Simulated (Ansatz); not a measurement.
Relaxation of BH6NSi (9 atoms, charge 0, multiplicity 1), to a largest force component of 0.02 eV/Å in at most 50 steps.

Theory: RKS B3LYP/cc-pVDZ in Ansatz.

```xyz
9
Properties=species:S:1:pos:R:3
B -0.635 0.686 -1.094
N -0.489 0.670 0.402
Si 0.413 -0.812 0.753
H -1.284 -0.064 -1.652
H -0.216 1.609 -1.752
H 0.121 1.497 0.666
H 1.760 -0.782 0.058
H -0.285 -1.980 0.346
H 0.704 -0.869 2.256
```

Where does it end, and by what steps?

The run converged. The force dipped under the threshold on the way, but the program's further checks kept it going. After 11 steps the energy has fallen by 0.897 eV; H5 moved furthest, 0.87 Å.

```
step  energy less start (eV)  largest force component (eV/Å)  accepted
   0                  0.0000                           2.600       yes
   1                 -0.3128                           1.963       yes
   2                 -0.5648                           1.346       yes
   3                 -0.7440                           0.767       yes
   4                 -0.8437                           0.299       yes
   5                 -0.8871                           0.220       yes
   6                 -0.7981                           0.819        no
   7                 -0.8939                           0.075       yes
   8                 -0.8958                           0.027       yes
   9                 -0.8963                           0.011       yes
  10                 -0.8967                           0.034       yes
  11                 -0.8968                           0.017       yes
```

```xyz
9
Properties=species:S:1:pos:R:3
B -0.789 0.818 -1.092
N 0.092 0.643 -0.013
Si 0.549 -0.878 0.787
H -1.332 -0.149 -1.572
H -0.991 1.929 -1.520
H 0.526 1.488 0.358
H 2.024 -1.105 0.664
H -0.203 -1.980 0.126
H 0.210 -0.812 2.245
```

Whether the end is a true minimum wasn't checked by a vibrational analysis.

Time of the run: 39 s on 1 thread of Intel(R) Xeon(R) Platinum 8259CL CPU @ 2.50GHz (Skylake/Cascade Lake), with other jobs on the host, peak memory 0.16 GiB.
